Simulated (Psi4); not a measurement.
**DLPNO-CCSD(T)/DZP (density fitting, density fitting for correlation, Cartesian functions, pno convergence loose) run of NH3 (ammonia)**

Aim: the energy change on altering one bond length of NH3 (ammonia) at DLPNO-CCSD(T)/DZP (density fitting, density fitting for correlation, Cartesian functions, pno convergence loose), from 2 runs. 

Program for the calculation: Psi4 1.11.

2 further runs of the same task are left out: 2 set aside as unsound or not needed.

## (1) The molecule

NH3 has 4 atoms, charge 0, and is taken as a singlet. SMILES: `N`. The coordinates come from a GFN2-xTB relaxation.

Bond lengths: N1–H2 1.013 Å, N1–H3 1.013 Å, N1–H4 1.013 Å. Angles: H2–N1–H3 107.7°, H2–N1–H4 107.7°, H3–N1–H4 107.7°.

## (2) A single-point energy at DLPNO-CCSD(T)/DZP (density fitting, density fitting for correlation, Cartesian functions, pno convergence loose)

h3n.xyz reads:

```xyz
4
H3N
N     -0.068160     0.242830     0.108060
H      0.491930    -0.300470     0.753380
H     -0.891960    -0.300620    -0.118350
H      0.468190     0.358250    -0.743090
```

job.py reads:

```python
import psi4

psi4.set_memory(1600000000)
psi4.set_num_threads(1)
psi4.core.set_output_file('output.dat', False)

with open('h3n.xyz') as f:
    atoms = ''.join(f.readlines()[2:])
m = psi4.geometry('0 1\n' + atoms + 'symmetry c1')

psi4.set_options({
    'basis': 'DZP',
    'freeze_core': True,
    'pno_convergence': 'loose',
    'scf_type': 'df',
})

e_tot = psi4.energy('dlpno-ccsd(t)')
print(f'total energy {e_tot:.8f} hartree = {e_tot * 27.211386:.5f} eV')
```

Started as:

```console
$ python job.py
```

output.dat:

```text
[...]
  Running in c1 symmetry.
[...]
  Nuclear repulsion =   11.945306870429269
[...]
  Multiplicity = 1
[...]
  Nalpha       = 5
  Nbeta        = 5
[...]
    Number of basis functions: 31
[...]
   @DF-RHF iter   1:   -56.14323281164813   -4.30171e-01   1.19389e-02 DIIS/ADIIS
[...]
    Orbital Energies [Eh]
    ---------------------
    Doubly Occupied:
       1A    -15.538569     2A     -1.136034     3A     -0.625482
       4A     -0.625353     5A     -0.420539
[...]
  @DF-RHF Final Energy:   -56.20933679095108
   => Energetics <=
    Nuclear Repulsion Energy =             11.9453068704292686
    One-Electron Energy =                 -99.6173332829631590
    Two-Electron Energy =                  31.4626896215828182
    Total Energy =                        -56.2093367909510775
[...]
 Multipole Moments:
 ------------------------------------------------------------------------------------
     Multipole            Electronic (a.u.)      Nuclear  (a.u.)        Total (a.u.)
 ------------------------------------------------------------------------------------
 L = 1.  Multiply by 2.5417464519 to convert [e a0] to [Debye]
 Dipole X            :         -0.0308701            0.2102521            0.1793820
 Dipole Y            :          0.1093827           -0.7490616           -0.6396789
 Dipole Z            :          0.0488007           -0.3333310           -0.2845302
 Magnitude           :                                                    0.7227202
[...]
   * WARNING: This answer will likely vary from one obtained by a energy('dlpno-mp2') call
                due to lack of a semi-canonical MP2 prescreening step in DLPNO-MP2, as well
[...]
  @LCCSD(T) iter   3:  -0.003572661462 -5.380e-08  1.162e-07        0
[...]
```

The script printed:

```text
total energy -56.41482968 hartree = -1535.12571 eV
```

It took 4.5 s on 1 thread of Intel Xeon Platinum 8488C (Sapphire Rapids), shared host; peak memory 0.21 GiB.

## (3) The distorted shape at the same level

calc.inp reads:

```
memory 1600 MB

molecule system {
  0 1
  N     -0.604516     0.127409     0.959219
  H     -0.044426    -0.415891     1.604539
  H     -1.428316    -0.416041     0.732809
  H      0.468190     0.358250    -0.743090
  symmetry c1
}

set basis DZP
set freeze_core true
set pno_convergence loose
set scf_type df

E, wfn = energy("dlpno-ccsd(t)", return_wfn=True)
```

Started as:

```console
$ psi4 -n 1 calc.inp calc.out
```

calc.out:

```text
[...]
  Running in c1 symmetry.
[...]
  Nuclear repulsion =    9.888309538545185
[...]
  Multiplicity = 1
[...]
  Nalpha       = 5
  Nbeta        = 5
[...]
    Number of basis functions: 31
[...]
   @DF-RHF iter   1:   -55.81682666891493   -5.37147e-01   1.59306e-02 DIIS/ADIIS
[...]
    Orbital Energies [Eh]
    ---------------------
    Doubly Occupied:
       1A    -15.610953     2A     -1.107663     3A     -0.649202
       4A     -0.481811     5A     -0.370073
[...]
  @DF-RHF Final Energy:   -56.00409839895552
   => Energetics <=
    Nuclear Repulsion Energy =              9.8883095385451849
    One-Electron Energy =                 -95.3454111677810232
    Two-Electron Energy =                  29.4530032302803200
    Total Energy =                        -56.0040983989555201
[...]
 Multipole Moments:
 ------------------------------------------------------------------------------------
     Multipole            Electronic (a.u.)      Nuclear  (a.u.)        Total (a.u.)
 ------------------------------------------------------------------------------------
 L = 1.  Multiply by 2.5417464519 to convert [e a0] to [Debye]
 Dipole X            :         -0.6002485            0.6238743            0.0236258
 Dipole Y            :         -0.0555783           -0.6600522           -0.7156306
 Dipole Z            :          0.9524745           -0.9897202           -0.0372456
 Magnitude           :                                                    0.7169885
[...]
   * WARNING: This answer will likely vary from one obtained by a energy('dlpno-mp2') call
                due to lack of a semi-canonical MP2 prescreening step in DLPNO-MP2, as well
[...]
    WARNING: T1 Diagnostic is greater than 0.02, CCSD results may be unreliable!
[...]
  @LCCSD(T) iter   4:  -0.010997836578  2.987e-08  5.249e-08        0
[...]
```

Wall time 5.1 s (1 thread of Intel Xeon Platinum 8488C (Sapphire Rapids), shared host); peak memory 0.21 GiB.

## (4) Results

Level: DLPNO-CCSD(T)/DZP (density fitting, density fitting for correlation, Cartesian functions, pno convergence loose), 1 core orbital frozen.

```
                                                         quantity         value
                                        first shape: total energy  -56.41483 Eh
                 first shape: HOMO energy (Hartree–Fock orbitals)     -11.44 eV
                 first shape: LUMO energy (Hartree–Fock orbitals)       6.51 eV
               first shape: HOMO–LUMO gap (Hartree–Fock orbitals)      17.95 eV
          first shape: correlation energy (1 core orbital frozen)    -205.5 mEh
                                      first shape: (T) correction     -3.58 mEh
                                       first shape: T1 diagnostic         0.005
                                    distorted shape: total energy  -56.26348 Eh
             distorted shape: HOMO energy (Hartree–Fock orbitals)     -10.07 eV
             distorted shape: LUMO energy (Hartree–Fock orbitals)       0.78 eV
           distorted shape: HOMO–LUMO gap (Hartree–Fock orbitals)      10.85 eV
      distorted shape: correlation energy (1 core orbital frozen)    -259.4 mEh
                                  distorted shape: (T) correction    -11.01 mEh
                                   distorted shape: T1 diagnostic         0.030
energy change with the N1–H4 bond stretched from 1.013 to 2.025 Å      4.118 eV
```

**Reading.** With the N1–H4 bond stretched from 1.013 to 2.025 Å the energy rises by 4.12 eV (95 kcal/mol). The first shape isn't relaxed at this level, so the change isn't measured from a minimum. A restricted reference can't describe the breaking bond well at this length. The triples (first shape) make up 1.7 % of the correlation energy. The T1 diagnostic (distorted shape) of 0.030 is above the customary mark for such species, so a single reference may not serve. The triples (distorted shape) make up 4.2 % of the correlation energy.
